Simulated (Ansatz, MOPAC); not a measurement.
System: C4H5, net charge 0, doublet state. SMILES: [C@]12[C@H](C1)C2

Atoms: C1, C2, C3, C4, H5, H6, H7, H8, H9. Bonds: C1-C3, C1-C4, C1-H5, C1-H6, C2-C3, C2-C4, C2-H7, C2-H8, C3-C4, C4-H9.

Bond lengths (Å) and angles (degrees) optimised at PM6 with MOPAC; PM7 with MOPAC; MNDO with MOPAC; HF/STO-3G with Ansatz (a first-principles code); HF/3-21G with Ansatz; PBE/6-31G* with Ansatz, each started from the B3LYP-D3(BJ)/def2-TZVP structure (Ansatz) of the last column. A row stands for all coordinates that are equal there; 11 of 18 kinds are shown. 6-31G* holds six Cartesian d functions. No wavenumbers were computed at MNDO, HF/STO-3G, PBE/6-31G*, so these may be saddle points.

```csv
coordinate,PM6,PM7,MNDO,HF/STO-3G,HF/3-21G,PBE/6-31G*,B3LYP-D3(BJ)/def2-TZVP
C1-C3,1.478,1.469,1.490,1.501,1.509,1.493,1.483
C1-C4,1.555,1.554,1.551,1.511,1.527,1.526,1.519
C1-H5,1.090,1.088,1.098,1.087,1.075,1.104,1.090
C1-H6,1.090,1.089,1.097,1.084,1.073,1.097,1.084
C3-C4,1.477,1.463,1.518,1.463,1.472,1.462,1.443
C4-H9,1.056,1.051,1.072,1.076,1.061,1.092,1.078
C3-C1-C4,58.2,57.8,59.8,58.1,58.0,57.9,57.4
C1-C3-C2,106.8,107.7,106.4,97.9,99.5,102.7,103.0
C1-C3-C4,63.5,64.0,62.1,61.3,61.6,62.2,62.6
C1-C4-C2,99.5,99.6,100.6,97.0,97.9,99.7,99.6
C1-C4-C3,58.3,58.2,58.1,60.6,60.4,59.9,60.0
```

Mean signed difference of all 10 bond lengths from B3LYP-D3(BJ)/def2-TZVP: PM6 0.008 Å, PM7 0.004 Å, MNDO 0.019 Å, HF/STO-3G 0.003 Å, HF/3-21G 0.003 Å, PBE/6-31G* 0.012 Å.
